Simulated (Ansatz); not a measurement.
Reaction (SMILES): FB(F)F → F[B]F + F atom
B3LYP-D3(BJ)/def2-TZVP geometries, fixed; electronic energies without zero-point terms.
Largest species:
```
B
F 1 1.3156
F 1 1.3156 2 120.00
F 1 1.3156 2 120.00 3 -180.00
```

Basis-set convergence of the bond dissociation energy at PBE0 with Ansatz (a first-principles code). All functions are spherical. The program fits the integrals of some runs and decomposes those of others, by size. Open shells are unrestricted. No added dispersion term, no relativity. Functions are those of the species that has most. Reference: the value in pcseg-4, 167.88 kcal/mol, itself unsure by roughly 0.09 kcal/mol (its mean distance from aug-pcseg-3, aug-cc-pVQZ, cc-pV5Z). Deviations are taken from unrounded values.

| basis | functions | bond dissociation energy (kcal/mol) |
|---|---|---|
| cc-pVDZ | 56 | 167.61 |
| aug-cc-pVDZ | 92 | 164.75 |
| def2-SVP | 56 | 172.01 |
| def2-SVPD | 89 | 168.20 |
| pcseg-1 | 56 | 167.34 |
| aug-pcseg-1 | 92 | 167.37 |
| 6-311G** | 72 | 167.21 |
| 6-311+G** | 88 | 164.44 |
| cc-pVTZ | 120 | 168.94 |
| aug-cc-pVTZ | 184 | 167.74 |
| pcseg-2 | 120 | 168.25 |
| aug-pcseg-2 | 184 | 168.25 |
| def2-TZVPP | 124 | 167.95 |
| def2-TZVPPD | 157 | 167.45 |
| cc-pVQZ | 220 | 168.48 |
| aug-cc-pVQZ | 320 | 167.93 |
| def2-QZVPP | 228 | 167.89 |
| def2-QZVPPD | 261 | 167.73 |
| pcseg-3 | 240 | 168.05 |
| aug-pcseg-3 | 340 | 168.01 |

What the diffuse functions change, pair by pair:
- cc-pVDZ to aug-cc-pVDZ: 36 more functions, deviation -0.27 to -3.14 kcal/mol
- def2-SVP to def2-SVPD: 33 more functions, deviation 4.13 to 0.32 kcal/mol
- pcseg-1 to aug-pcseg-1: 36 more functions, deviation -0.54 to -0.51 kcal/mol
- 6-311G** to 6-311+G**: 16 more functions, deviation -0.68 to -3.45 kcal/mol
- cc-pVTZ to aug-cc-pVTZ: 64 more functions, deviation 1.06 to -0.14 kcal/mol
- pcseg-2 to aug-pcseg-2: 64 more functions, deviation 0.37 to 0.37 kcal/mol
- def2-TZVPP to def2-TZVPPD: 33 more functions, deviation 0.07 to -0.43 kcal/mol
- cc-pVQZ to aug-cc-pVQZ: 100 more functions, deviation 0.59 to 0.04 kcal/mol
- def2-QZVPP to def2-QZVPPD: 33 more functions, deviation 0.00 to -0.15 kcal/mol
- pcseg-3 to aug-pcseg-3: 100 more functions, deviation 0.17 to 0.12 kcal/mol

They bring the value nearer the reference by more than 0.09 kcal/mol in 3 of 10 pairs.
